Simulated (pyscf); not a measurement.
PySCF, gas phase, ωB97X-D3(BJ)/def2-SVP geometries.

Q: HO–BH–Cl + H₂ → H₂B–Cl + H₂O
Surface: singlet. Broken: B–O, H–H. Formed: B–H, H–O. Give ΔE‡ and ΔE from ωB97M-D3(BJ)/def2-TZVP, relative to the separated reactants.

A: ΔE‡ = 1.92 eV, ΔE = +1.38 eV. Zero-point energy shifts the barrier by +0.15 eV. It is a four-centre exchange, with an imaginary mode of 1452i cm⁻¹. On the product side the descent ends in an adduct with a B–O contact, 0.63 eV under the separated species and 1.19 eV under the saddle at ωB97X-D3(BJ)/def2-TZVP. What is counted as broken (B–O) persists as a longer contact in the product adduct; parting that adduct is a step of its own. At the saddle there is also a short B–H contact that neither side keeps. One saddle was located; it need not be the lowest between these sides.
